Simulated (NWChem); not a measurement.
Species: Si cation, doublet

Results from NWChem. Spin-unrestricted. The open p shell is one determinant without spherical averaging. No stability test was run on the SCF state. Fermi-contact couplings, non-relativistic, static geometry.

| level | A(iso) 29Si atom 1 (MHz) | <S²> |
|---|---|---|
| UHF/pcJ-1 | 34.3 | 0.758 |
| TPSSh/pcJ-1 | 27.5 | 0.754 |
| BHandHLYP/IGLO-II | [?] | 0.755 |
| UHF/IGLO-II | 28.0 | 0.762 |

Question: What belongs in the gaps?

Answer: 
- BHandHLYP/IGLO-II, A(iso) 29Si atom 1 (MHz): 8.8
